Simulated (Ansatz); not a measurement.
Cost and result for the atomization energy of `CCNC=S` (12 atoms, 11 bonds).

Z-matrix (Å, degrees):
```
C
C 1 1.518
H 1 1.093 2 111.1
H 1 1.092 2 110.9 3 120.2
H 1 1.092 2 110.4 3 -119.5
N 2 1.445 1 112.7 3 -59.6
H 2 1.092 1 110.6 3 -179.6
H 2 1.095 1 110.3 3 62.5
C 6 1.331 2 125.4 1 -110.8
H 6 1.011 2 118.6 1 65.6
S 9 1.636 6 126.2 2 177.7
H 9 1.093 6 112.6 2 -2.5
```

The species carries charge 0 and has multiplicity 1. All single points use the PBE0-D4/def2-TZVP geometry. It is one conformer, not always the lowest. Program: Ansatz. All runs use 4 threads of an Arm Neoverse V1 on a shared host. Times are those of one run each, without the atoms' runs, and a repeat can differ threefold. Electronic energies, without spin–orbit coupling; frozen cores. CCSD(T)/CBS adds CCSD(T) − MP2 in def2-TZVPP to the MP2 limit, and its time is that of the two runs behind it. T1 = 0.015. B3LYP takes the VWN-RPA correlation (the form of Gaussian; ORCA's B3LYP/G).

CCSD(T)/CBS is a level of theory with its own doubt, some kJ/mol a heavy atom from the limit and from the frozen cores, so smaller differences don't rank the functionals.

```tsv
level	functions	wall time	atomization (kJ/mol)	difference from CCSD(T)/CBS	per bond
PBE-D4/def2-TZVPP (with forces)	264	2.6 s	4749.8	150.0	13.6
PBE0-D4/def2-TZVPP	264	3.1 s	4652.9	53.1	4.8
B3LYP-D4/def2-TZVPP (with forces)	264	4.8 s	4627.1	27.3	2.5
r2SCAN-D4/def2-TZVPP (with forces)	264	5.5 s	4625.4	25.6	2.3
ωB97X-V/def2-TZVPP	264	8 s	4622.8	23.0	2.1
B2PLYP/def2-TZVPP	264	8 s	4569.6	-30.2	-2.7
ωB97M-V/def2-TZVPP (with forces)	264	13 s	4630.4	30.6	2.8
MP2/def2-QZVPP	508	33 s	4617.1	17.3	1.6
CCSD(T)/def2-TZVPP	264	3.3 min	4476.6	-123.2	-11.2
CCSD(T)/CBS(def2)	–	3.8 min	4599.8	0.0	0.0
```

In def2-TZVPP, CCSD(T) changes the Hartree–Fock value by +1190.3 kJ/mol (the triples alone add +78.2 kJ/mol) and MP2 by +1258.0 kJ/mol; breaking electron pairs costs correlation energy, which Hartree–Fock lacks. From PBE to PBE0 (25 % exact exchange), in def2-TZVPP and without D4, the atomization energy moves by −93.4 kJ/mol: exact exchange takes away binding that semilocal exchange gives to molecules. The D4 term adds +35.6 kJ/mol with B3LYP and +18.8 kJ/mol with PBE0; it sums over pairs of atoms, weighted by their polarisabilities, and B3LYP, whose exchange is more repulsive, gets the larger term.
